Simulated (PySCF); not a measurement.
nitrous oxide (N2O), SMILES N#[N+][O-]. Geometry optimised at PBE0-D3(BJ)/def2-TZVP.

Computed equilibrium geometry at PBE0-D3(BJ)/def2-TZVP (PySCF confirms it by a frequency run) as bond lengths and angles, and its point group:
point group C∞v.
Atoms: N1 N2 O3. Bonds (Å): N1–N2 1.118, N2–O3 1.174. Angles (°): N1–N2–O3 180.0.
Charge 0, spin multiplicity 1.
